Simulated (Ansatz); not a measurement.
**C7H8: taking an electron away**

The task here is to estimate one member of a computed series from the others.

Program: Ansatz 0.2.0, Gaussian basis. Level of theory: unrestricted cation, the program's frozen cores in correlated methods. These are calculated values, not measurements.

Levels to be run: UKS PBE-D4/def2-TZVPP; UKS r2SCAN-D4/def2-TZVPP; UKS PBE0-D4/def2-TZVPP; UKS B3LYP-D4/def2-TZVPP; UKS wB97X-V/def2-TZVPP; UKS wB97M-V/def2-TZVPP; UKS B2PLYP/def2-TZVPP; UHF-CCSD(T)/def2-TZVPP; UHF-MP2/def2-QZVPP; extrapolation to the limit; then −ε(HOMO) from the neutral's earlier runs with LDA (SPW92), PBE-D4, revPBE-D4, BLYP-D4, r2SCAN-D4, B97M-V, PBE0-D4, B3LYP-D4, r2SCANh-D4, r2SCAN0-D4, HSE06-D4, BHLYP-D4, CAM-B3LYP-D4, LC-ωPBE, ωB97X-V, ωB97M-V.

## Structure used throughout

All runs share one geometry, relaxed beforehand with PBE0-D4 in a triple-zeta def2 set.

SMILES `C=C1C=CC=CC1`, 15 atoms, charge 0, spin multiplicity 1.

Atoms are counted from 1 here; the program's logs count them from 0.

Bond lengths: C1–C2 1.338 Å, C1–H8 1.084 Å, C1–H9 1.084 Å, C2–C3 1.451 Å, C2–C7 1.515 Å, C3–C4 1.341 Å, C3–H10 1.085 Å, C4–C5 1.452 Å, C4–H11 1.084 Å, C5–C6 1.333 Å, C5–H12 1.084 Å, C6–C7 1.494 Å, C6–H13 1.085 Å, C7–H14 1.097 Å, C7–H15 1.097 Å. Angles: C2–C1–H8 121.9°, C2–C1–H9 120.9°, H8–C1–H9 117.2°, C1–C2–C3 120.7°, C1–C2–C7 121.6°, C3–C2–C7 117.7°, C2–C3–C4 122.3°, C2–C3–H10 117.3°, C4–C3–H10 120.4°, C3–C4–C5 121.3°, C3–C4–H11 120.0°, C5–C4–H11 118.7°, C4–C5–C6 120.8°, C4–C5–H12 118.8°, C6–C5–H12 120.4°, C5–C6–C7 122.5°, C5–C6–H13 120.5°, C7–C6–H13 117.1° and more.

The first run:

Contents of in.yaml:

```yaml
crystal:
  periodic: [false, false, false]
  atoms:
    - {symbol: C, position_ang: [0.279374, -1.850009, 1.315786]}
    - {symbol: C, position_ang: [0.158669, -0.765764, 0.540603]}
    - {symbol: C, position_ang: [1.307809, -0.225841, -0.161743]}
    - {symbol: C, position_ang: [1.219681, 0.849248, -0.958982]}
    - {symbol: C, position_ang: [-0.043850, 1.535542, -1.162869]}
    - {symbol: C, position_ang: [-1.153850, 1.118421, -0.554008]}
    - {symbol: C, position_ang: [-1.170061, -0.059552, 0.365056]}
    - {symbol: H, position_ang: [-0.566718, -2.271339, 1.847278]}
    - {symbol: H, position_ang: [1.236241, -2.344346, 1.437214]}
    - {symbol: H, position_ang: [2.258291, -0.730624, -0.022323]}
    - {symbol: H, position_ang: [2.102079, 1.220261, -1.468267]}
    - {symbol: H, position_ang: [-0.070238, 2.396596, -1.821278]}
    - {symbol: H, position_ang: [-2.094726, 1.636164, -0.709951]}
    - {symbol: H, position_ang: [-1.541646, 0.266621, 1.344824]}
    - {symbol: H, position_ang: [-1.921048, -0.775359, 0.008680]}
basis:
  gaussian: {orbitals: def2-TZVPP}
total_charge: 1
magnetization: {spin_polarized: true, initial_magnetization: 1}
hamiltonian: {xc: pbe, dispersion: d4}
```

Launch:

```
$ ansatz run in.yaml --threads 2 --pin off --events-out ev --progress --plain --max-ram 32768MiB --backend cuda --devices 0, --max-vram 18GiB
```

Steps of the session up to this table: Cation, UKS PBE-D4/def2-TZVPP; Cation, UKS r2SCAN-D4/def2-TZVPP; Cation, UKS PBE0-D4/def2-TZVPP; Cation, UKS B3LYP-D4/def2-TZVPP; Cation, UKS wB97X-V/def2-TZVPP; Cation, UKS wB97M-V/def2-TZVPP; Cation, UKS B2PLYP (frozen core)/def2-TZVPP; Cation, UHF-CCSD(T)/def2-TZVPP; Cation, UHF-MP2/def2-QZVPP.

One of the session's tables, all rows but one given; the rest of the session is left out.

For comparison, −ε(HOMO) of the neutral from earlier runs:

```
  functional  −ε(HOMO) (eV)
 LDA (SPW92)           5.06
      PBE-D4           4.88
   revPBE-D4           4.81
     BLYP-D4           4.71
   r2SCAN-D4           4.99
      B97M-V           4.98
     PBE0-D4              ?
    B3LYP-D4           5.59
  r2SCANh-D4           5.34
  r2SCAN0-D4           5.86
    HSE06-D4           5.39
    BHLYP-D4           6.53
CAM-B3LYP-D4           6.96
     LC-ωPBE           8.22
     ωB97X-V           7.87
     ωB97M-V           7.80
```

Q: Estimate the row for PBE0-D4 from the others.

The run gave: −ε(HOMO) (eV): 5.78. In the column «−ε(HOMO) (eV)» it lies between B3LYP-D4 (5.59) and r2SCAN0-D4 (5.86).
